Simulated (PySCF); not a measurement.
**Dipole moment and polarisability of difluoroborane**

Species: difluoroborane, BF2H.
Structure used (PBE0-D3(BJ)/def2-SVP), in Å, numbered top down from 1:
```xyz
4
BF2H angstrom
F     -0.6418   -1.1184   -0.0083
B      0.0427    0.0021   -0.0122
F     -0.6254    1.1323    0.0031
H      1.2450   -0.0065   -0.0283
```

Level: CAM-B3LYP/def2-SVPD (PySCF), static field, nuclei fixed, core orbitals frozen in the response. The polarisability tensor in these axes (au):

```
x   17.44  0.00 -0.05
y    0.00 17.88  0.02
z   -0.05  0.02 14.00
```

**Question.** Give the principal values, the mean and the anisotropy Δα = √{½[(α1 − α2)² + (α2 − α3)² + (α1 − α3)²]}.

**Answer.** Principal values 14.00, 17.44 and 17.88 au; mean 16.44 au = 2.44 Å³ = 2.71 × 10⁻⁴⁰ C²·m²/J; Δα = 3.68 au (22 % of the mean).

**Question.** What is the dipole moment, and where does it point?

**Answer.** (0.97, -0.01, -0.01) D, 0.97 D in size, pointing from the negative to the positive side. Measured along this direction, the outermost atoms are F1 and F3 at the negative end and H4 at the positive end.

**Question.** Rayleigh depolarisation ratio (linearly polarised light, static tensor)?

**Answer.** ρ = 3Δα²/(45ᾱ² + 4Δα²) = 40.6/(12158 + 54.1) = 0.00332.

**Question.** Orientational against electronic polarisability at 250 K (dilute gas, rigid molecules)?

**Answer.** In Gaussian units μ²/3kT = 9.08 Å³ against 2.44 Å³, a ratio of 3.73; the Debye molar polarisation (4π/3)N_A(α + μ²/3kT) is 29.1 cm³/mol, leaving out the vibrational part.

**Question.** Give the eigenvalues of the traceless quadrupole moment Θ = ½Σq(3rr − r²1), origin at the centre of nuclear charge.

**Answer.** -3.33, 0.60, 2.73 D·Å. The values depend on the origin, since the dipole doesn't vanish. The electronic extent ⟨r²⟩ about the same centre is 135 bohr², a root-mean-square distance of 1.26 Å for the 24 electrons.

**Question.** What molar refraction does this α imply?

**Answer.** Lorentz–Lorenz: R = (4π/3)N_A α = 2.5225 cm³/(mol·Å³) × 2.44 Å³ = 6.1 cm³/mol, in the limit of long wavelengths.

**Question.** In TDDFT the mean static polarisability is Σ f/ω² over all singlet excitations (ω in hartree). How much of it do the 10 lowest give? Their energies (eV) and oscillator strengths: 8.64, 0.0496; 9.90, 0.0000; 10.59, 0.0117; 11.16, 0.0219; 11.58, 0.0031; 11.75, 0.3398; 12.15, 0.0000; 12.30, 0.3216; 12.42, 0.0267; 12.67, 0.0217.

**Answer.** They add up to 4.34 au, 26.4 % of the 16.44 au; the largest single term is 1.82 au, from the state at 11.75 eV. Terms in order: 0.49, 0.00, 0.08, 0.13, 0.02, 1.82, 0.00, 1.57, 0.13, 0.10 au. Higher excitations give the rest. The strengths listed sum to 0.796.

Isolated species at its PBE0-D3(BJ)/def2-SVP geometry, gas phase.

The run behind these numbers computed excited states and ΔSCF ions as well. Time: 4.6 s wall. Hardware: one thread, x86-64 server, on a shared host.
